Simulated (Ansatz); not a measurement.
# CH7Al: the cost of one run

All numbers below are computed with Ansatz 0.2.0 (RKS PBE0/cc-pVDZ).

## 1. Starting point

Bond lengths: Al1–C2 2.320 Å, C2–H3 1.110 Å, C2–H4 1.110 Å, C2–H5 1.110 Å, Al1–H6 1.560 Å, Al1–H7 1.560 Å. Angles: Al1–C2–H3 109.5°, Al1–C2–H4 109.5°, Al1–C2–H5 109.5°, H3–C2–H4 109.4°, H3–C2–H5 109.4°, H4–C2–H5 109.4°, C2–Al1–H6 120.0°, C2–Al1–H7 120.0°, H6–Al1–H7 120.0°.

As a file:

```xyz
9

Al    0.0000    0.0000    0.0000
C     0.0000    0.0000    2.3200
H    -0.9996   -0.3092    2.6905
H     0.7676   -0.7111    2.6905
H     0.2320    1.0203    2.6905
H     1.3510    0.0000   -0.7800
H    -1.3510    0.0000   -0.7800
H    -0.2382   -1.7490    0.5865
H    -0.1900   -1.3947    1.5677
```

## 2. A restrained relaxation towards end A

Springs on the bonds that form and break draw the guess towards this end; the thresholds are loose.

input.yaml

```yaml
crystal:
  periodic: [false, false, false]
  atoms:
    - { symbol: Al, position_ang: [0.0, 0.0, 0.0] }
    - { symbol: C, position_ang: [0.0, 0.0, 2.32] }
    - { symbol: H, position_ang: [-0.9996, -0.3092, 2.6905] }
    - { symbol: H, position_ang: [0.7676, -0.7111, 2.6905] }
    - { symbol: H, position_ang: [0.232, 1.0203, 2.6905] }
    - { symbol: H, position_ang: [1.351, 0.0, -0.78] }
    - { symbol: H, position_ang: [-1.351, 0.0, -0.78] }
    - { symbol: H, position_ang: [-0.2382, -1.749, 0.5865] }
    - { symbol: H, position_ang: [-0.19, -1.3947, 1.5677] }
basis:
  gaussian: { orbitals: cc-pVDZ }
hamiltonian:
  xc: pbe0
relax:
  f_tol: 0.15
  max_steps: 25
  restrain:
    - { distance: [0, 7], at: 2.76, k: 30.0 }
    - { distance: [8, 1], at: 2.31, k: 30.0 }
    - { distance: [0, 1], at: 1.97, k: 30.0 }
    - { distance: [8, 7], at: 0.66, k: 30.0 }
output:
  orbitals: {}
```

Run with:

```sh
$ ansatz run input.yaml --threads 1 --pin off --max-ram 2048MiB --backend cpu --events-out ev --progress --plain --runs-dir out
```

**Question.** How long does this run take on 1 thread of Intel Xeon 6975P-C (Granite Rapids), shared host, and how much memory does it need?

About 12 s, with a peak of 0.14 GiB.
